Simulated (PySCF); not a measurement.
Level of theory: TPSSh-D3(BJ)/def2-TZVP // PBE0-D3(BJ)/def2-TZVP (PySCF 2.14.0). Gas-phase values, no solvent. 

Reference species (SMILES): `C` (neutral, multiplicity 1).

- HOMO = -10.24 eV
- hole reorganisation energy (four-point) = 3.102 eV
- HOMO–LUMO gap = 11.68 eV

Changed species: `S`.

### Question
What does the change do to the HOMO, hole reorganisation energy (four-point) and HOMO–LUMO gap?

### Answer
the HOMO goes up by 3.43 eV, to -6.81 eV; the hole reorganisation energy (four-point) falls by 3.078 eV, to 0.024 eV; the HOMO–LUMO gap decreases by 4.74 eV, to 6.94 eV.
